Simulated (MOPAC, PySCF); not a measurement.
H₄Si, SMILES `[SiH4]`, neutral singlet in the gas phase. 

Z-matrix (Å, degrees):
```
Si
H 1 1.4803
H 1 1.4803 2 109.47
H 1 1.4803 2 109.47 3 -120.00
H 1 1.4803 2 109.47 3 120.00
```
Charge 0, multiplicity 1.

All levels are single points at this geometry (B3LYP-D3(BJ)/def2-TZVPD); Pople sets use spherical d functions. Orbital energies aren't observables, and empty levels follow the basis.

B3LYP/6-311+G** in PySCF gives dipole (D) = 0.00.

Problem. Estimate the dipole (D) from each of these levels: B3LYP-D3(BJ)/def2-TZVPD in PySCF; B3LYP/6-31G* in PySCF; BP86/6-31G* in PySCF; SVWN5/6-31G* in PySCF; HF/3-21G in PySCF; HF/STO-3G in PySCF; PM3 in MOPAC; PM6 in MOPAC.

Solution. 
| level | dipole (D) |
|---|---|
| B3LYP-D3(BJ)/def2-TZVPD in PySCF | 0.00 |
| B3LYP/6-31G* in PySCF | 0.00 |
| BP86/6-31G* in PySCF | 0.00 |
| SVWN5/6-31G* in PySCF | 0.00 |
| HF/3-21G in PySCF | 0.00 |
| HF/STO-3G in PySCF | 0.00 |
| PM3 in MOPAC | 0.00 |
| PM6 in MOPAC | 0.00 |
